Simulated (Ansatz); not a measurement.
The parent structure is Pt in the fcc (Cu type) structure (space group Fm-3m, No. 225; a = 3.9703 Å).

Method: PBE (Ansatz, a program for electronic structure), without spin-orbit coupling.

```
level  lattice parameter a
-----  -------------------
PBE                3.970 Å
```

Q: What does experiment give, and how far off is each level?

A: Measured: lattice parameter a 3.913 Å (static lattice; corrected from measurement; as listed in Daniel Mejia-Rodriguez, S. B. Trickey, Phys. Rev. B (2018)). Computed minus measured — lattice parameter a: PBE +1.5 %.

Whether these cells are dynamically stable was not tested. The final runs are not spin-polarised.
